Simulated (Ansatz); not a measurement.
Two shapes of doublet CH3.

Shape 1:

```xyz
4

C    -0.0331   -0.0197    0.0319
H     1.0791    0.0023   -0.0487
H    -0.5446    0.9942    0.0021
H    -0.5378   -0.9206    0.0434
```

Shape 2:

```xyz
4

C     0.0000    0.0000    0.0000
H     1.1776    0.0000    0.0000
H    -0.5888    1.0198    0.0000
H    -0.5888   -1.0198    0.0000
```

Basis set: def2-TZVP (spherical functions). Frozen core: 1 orbital. Charge 0, multiplicity 2.

Computed with Ansatz (development build ahead of 0.2.0); each method stands on the lowest determinant of its kind that the runs found.

**Question.** Which shape is lower in energy, and by how much in each method?

**Answer.**

| method | E(2) − E(1) (eV) |
| --- | --- |
| UHF | 0.392 |
| UHF-MP2 | 0.342 |

Shape 1 is lower.
